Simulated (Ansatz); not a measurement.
Basis-set extrapolation for `COC(O)F` (PBE0-D4/def2-TZVP geometry, frozen core, the Gaussian-basis code of Ansatz). Multiplicity 1, RHF reference.

|  | def2-TZVPP | def2-QZVPP |
| --- | --- | --- |
| HF | -327.950769 | -327.965683 |
| MP2 correlation | -1.064249 | -1.149429 |
| CCSD(T) correlation | -1.125791 | not run |

Energies in hartree. Use E(X) = E(∞) + A·exp(−7.88·√X) for Hartree–Fock and E(X) = E(∞) + B·X^(−2.97) for correlation, with X = 3 and 4, and add CCSD(T) minus MP2 of the smaller set to the MP2 limit.

Problem. What is the CCSD(T) energy at the basis-set limit?

Solution. HF limit: -327.965683 + (-0.014914) × 0.13774 = -327.96774. MP2 limit: -1.149429 + (-0.085180) × 0.74074 = -1.21253. Higher-order term: -1.125791 − (-1.064249) = -0.06154. Total: -329.24181 hartree, 433.9 kJ/mol below CCSD(T)/def2-TZVPP.
